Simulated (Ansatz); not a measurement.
**SiH+ (quintet): from Hartree-Fock to the top rungs, def2-TZVPP**

The task here is to estimate one member of a computed series from the others.

The runs use Ansatz 0.2.0, Gaussian basis; def2-TZVPP, core rule «outside noble gas», up to 5 orbitals frozen.

To be run: UHF; ROHF; CCSD(T) on UHF.

**The geometry**

The geometry is a PBE0/def2-TZVP stationary point (not a proven minimum) of the parent state, kept for this charge and spin.

2 atoms, charge 1, spin multiplicity 5.

Atoms are counted from 1 here; the program's logs count them from 0.

Bond lengths: Si1–H2 1.500 Å.

Set-up of the first run:

The input, in.yaml:

```yaml
crystal:
  periodic: [false, false, false]
  atoms:
    - {symbol: Si, position_ang: [0.000000, 0.000000, 0.000000]}
    - {symbol: H, position_ang: [0.000000, 0.000000, 1.499536]}
basis:
  gaussian: {orbitals: def2-TZVPP}
total_charge: 1
magnetization: {spin_polarized: true, initial_magnetization: 4}
hamiltonian: {xc: hf}
output: {orbitals: {seedname: orbitals}}
```

The run is started by

```
$ ansatz run in.yaml --threads 1 --pin off --events-out ev --progress --plain --max-ram 2816MiB --backend cpu
```

Among the steps run: UHF; ROHF; CCSD(T) on UHF.

One of the session's tables, all rows but one given; the rest of the session is left out.

| method | from UCCSD(T) (kJ/mol) |
| --- | --- |
| ROHF | +67.3 |
| UHF | ? |
| UMP2 | +20.9 |
| UCCSD | +0.9 |
| UCCSD(T) | 0 |

**Question.** Estimate the row for UHF.

The run gave: from UCCSD(T) (kJ/mol): +66.7. In the column «from UCCSD(T) (kJ/mol)» it lies between UMP2 (+20.9) and ROHF (+67.3).
